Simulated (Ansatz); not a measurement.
**fcc Li (model structure)**

These are r²SCAN-D4 in Ansatz (PAW) values and carry that method's errors.

Numerical settings: plane-wave cutoff 500 eV, 28×28×28 k mesh, Fermi–Dirac smearing 0.1 eV, scalar-relativistic PAW data made under PBE.

Cell (relaxed at this level):

Li is modelled in the cubic space group Fm-3m (No. 225), the fcc (Cu type) structure, Pearson symbol cF4. Lattice parameters: a = 4.3747 Å, b = 4.3747 Å, c = 4.3747 Å, α = 90.00°, β = 90.00°, γ = 90.00°. Li on 4a has 12 Li at 3.093 Å (cuboctahedral). (Neighbours: up to the widest gap in distance over summed covalent radii, below 1.35, at either atom.)
(The calculation used a cell of 1 atom; values per cell refer to that cell.)

| Quantity | Result |
|---|---|
| band gap | none |

Note: the relaxation could raise the start's symmetry but not lower it, so the cell can be a saddle point.

Computed values are for the static lattice.

Cost on a shared machine: about 27 core-seconds (a rough figure).

A model structure was made by putting elements into a prototype or built by hand; it is no filed structure, need not be a known phase, and can be a saddle point held by its symmetry.

Ansatz is a quantum-chemistry and plane-wave program.
